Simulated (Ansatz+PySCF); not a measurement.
A calculation with PySCF 2.14.0.

```python
from pyscf import gto, scf, cc

mol = gto.M(atom="""
Al 0.000000 0.000000 0.000000
H 1.329160 0.000000 1.115300
H -1.967710 0.000000 1.651100
""", basis='6-31g', charge=1, spin=0)
mf = scf.UHF(mol)
mf.kernel()
mycc = cc.CCSD(mf, frozen=5).run()
et = mycc.ccsd_t()
print(mf.e_tot, mycc.e_corr, et, mycc.e_tot + et)
```

The script is written out from the run's settings.

The run gave:

* Converged: yes
* Reference energy: -242.59367 hartree
* CCSD correlation energy: -0.10531 hartree
* Triples correction: -0.00357 hartree
* Total energy: -242.70254 hartree
* Spin squared of the determinant: 0.000

The reference isn't the lowest determinant (another lies 1.91 eV lower), but the same method gives a higher total on the lower determinant. Caution: large amplitudes, a single reference is doubtful.
